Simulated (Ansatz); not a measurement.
System: hcp Re. Method: r²SCAN (PAW; Ansatz, a quantum-chemistry and plane-wave program).

Numerical settings: plane-wave cutoff 600 eV, 30×30×14 k mesh (along the axes of the cell as run), Fermi–Dirac smearing 0.059 eV (set by the program), no spin polarisation, scalar-relativistic PAW data made under PBE.

Computed at the level's own relaxed cell.

Hill averages of the elastic tensor: K = 388.3 GPa, G = 181.4 GPa. Volume 14.698 Å³/atom, mean atomic mass 186.207 u.

Work out the density, the sound velocities of a polycrystal and the elastic Debye temperature, and Pugh's ratio at this level.

ρ = 1.66054 × 186.207/14.698 = 21.037 g/cm³. v_l = √[(K + 4G/3)/ρ] = 5.473 km/s and v_t = √(G/ρ) = 2.936 km/s. The mean follows from 3/v_m³ = 1/v_l³ + 2/v_t³: v_m = 3.279 km/s. Θ_D = (ħ/k_B) v_m (6π²/V)^(1/3) = 76.38 K Å s/km × 3.279 × 1.5912 Å⁻¹ = 399 K, counting all atoms of the cell. K/G = 2.14, to be set beside Pugh's rough bound of 1.75 between brittle and ductile metals.
